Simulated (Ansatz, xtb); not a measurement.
## Relative energy of two isomers of C3H2ClFO

We compare I, `O=C(Cl)/C=C/F`, a singlet, with II, `C=C(F)C(=O)Cl`, a singlet. Both are isolated molecules in the gas phase, relaxed with PBE-D3(BJ)/def2-SVP; each stands in its lowest conformer found.

Quicker runs give these differences E(II) − E(I): GFN2-xTB +4.1 kcal/mol; HF/STO-3G +2.6 kcal/mol (at GFN2-xTB geometries); r2SCAN-D4/def2-SVP +2.8 kcal/mol (at GFN2-xTB geometries).

Task: Estimate E(II) − E(I) at the level CCSD(T)/def2-SVP + ΔMP2/def2-TZVPP.

Result: Calculated at CCSD(T)/def2-SVP + ΔMP2/def2-TZVPP: E(II) − E(I) = +2.5 kcal/mol, so structure I lies lower.

Level by level:

```csv
level,geometry,E(II) − E(I) (kcal/mol),departure from the last row (kcal/mol),"job, with rough time for the two"
GFN2-xTB,GFN2-xTB,+4.1,+1.6,"optimisation, 0.15 s"
HF/STO-3G,GFN2-xTB,+2.6,+0.1,"single point, 0.53 s"
r2SCAN-D4/def2-SVP,GFN2-xTB,+2.8,+0.2,"single point, 2.7 s"
PBE-D3(BJ)/def2-SVP,PBE-D3(BJ)/def2-SVP,+2.9,+0.4,"optimisation, 21 s"
HF/def2-SVP,PBE-D3(BJ)/def2-SVP,+4.0,+1.5,part of the CCSD(T) run
MP2/def2-SVP,PBE-D3(BJ)/def2-SVP,+2.9,+0.4,part of the CCSD(T) run
CCSD(T)/def2-SVP,PBE-D3(BJ)/def2-SVP,+2.1,−0.4,single point
CCSD(T)/def2-SVP + ΔMP2/def2-TZVPP,PBE-D3(BJ)/def2-SVP,+2.5,,"single point, 33 s"
```

As drawn, both hold the same kinds of bond in the same numbers.

The levels shown agree on the order. The largest departure from CCSD(T)/def2-SVP + ΔMP2/def2-TZVPP is that of GFN2-xTB, 1.6 kcal/mol. The last row adds to CCSD(T) the change of the MP2 difference between the two basis sets, here +0.4 kcal/mol.

With harmonic frequencies from PBE-D3(BJ)/def2-SVP (ideal gas, rigid rotor, one conformer each, 298.15 K, 1 atm): on the last row, ΔE + ΔZPE = +2.2, ΔH = +2.1, ΔG = +2.3 kcal/mol.

The correlated steps freeze 10 core orbitals. Programs: Ansatz 0.2.0, xtb 6.7.1; the last row on 2 threads of Intel(R) Xeon(R) Processor @ 2.70GHz on a shared host.
